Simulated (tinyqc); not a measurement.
Worked calculation: CIS and TDHF on RHF in the sto-6g basis, for H2O, spin multiplicity 1. One step of it, computed by the program tinyqc.

Task: CIS triplet states. Diagonalise A (1 hartree = 27.211386 eV); each vector has its largest component positive (the first on a tie).

CIS matrix A, triplet (hartree), order 1>6, 1>7, 2>6, 2>7, 3>6, 3>7, 4>6, 4>7, 5>6, 5>7:
```
[[20.178584, 0.000000, 0.007974, 0.000000, 0.000000, -0.006827, -0.016254, 0.000000, 0.000000, 0.000000],
 [0.000000, 20.237703, 0.000000, 0.007718, -0.006827, 0.000000, 0.000000, -0.003604, 0.000000, 0.000000],
 [0.007974, 0.000000, 1.044331, 0.000000, 0.000000, -0.076362, -0.038487, 0.000000, 0.000000, 0.000000],
 [0.000000, 0.007718, 0.000000, 1.106741, -0.076362, 0.000000, 0.000000, 0.012881, 0.000000, 0.000000],
 [0.000000, -0.006827, 0.000000, -0.076362, 0.395795, 0.000000, 0.000000, -0.065850, 0.000000, 0.000000],
 [-0.006827, 0.000000, -0.076362, 0.000000, 0.000000, 0.428093, -0.065850, 0.000000, 0.000000, 0.000000],
 [-0.016254, 0.000000, -0.038487, 0.000000, 0.000000, -0.065850, 0.344343, 0.000000, 0.000000, 0.000000],
 [0.000000, -0.003604, 0.000000, 0.012881, -0.065850, 0.000000, 0.000000, 0.393259, 0.000000, 0.000000],
 [0.000000, 0.000000, 0.000000, 0.000000, 0.000000, 0.000000, 0.000000, 0.000000, 0.251841, 0.000000],
 [0.000000, 0.000000, 0.000000, 0.000000, 0.000000, 0.000000, 0.000000, 0.000000, 0.000000, 0.304669]]
```

Give: triplet excitation energies; lowest vectors.

Result:

triplet excitation energies (eV): [6.8529, 8.2001, 8.2905, 8.8723, 12.3634, 12.5296, 28.7066, 30.3514, 549.0878, 550.6961]

lowest vectors, order 1>6, 1>7, 2>6, 2>7, 3>6, 3>7, 4>6, 4>7, 5>6, 5>7:
```
[[0.0000, 0.0008, 0.0000, 0.0000, 0.0000, -0.0002],
 [0.0000, 0.0000, 0.0000, 0.0003, -0.0001, 0.0000],
 [0.0000, 0.0963, 0.0000, 0.0000, 0.0000, 0.0782],
 [0.0000, 0.0000, 0.0000, 0.0589, -0.0946, 0.0000],
 [0.0000, 0.0000, 0.0000, 0.7187, -0.6869, 0.0000],
 [0.0000, 0.5040, 0.0000, 0.0000, 0.0000, 0.8558],
 [0.0000, 0.8583, 0.0000, 0.0000, 0.0000, -0.5113],
 [0.0000, 0.0000, 0.0000, 0.6929, 0.7205, 0.0000],
 [1.0000, 0.0000, 0.0000, 0.0000, 0.0000, 0.0000],
 [0.0000, 0.0000, 1.0000, 0.0000, 0.0000, 0.0000]]
```
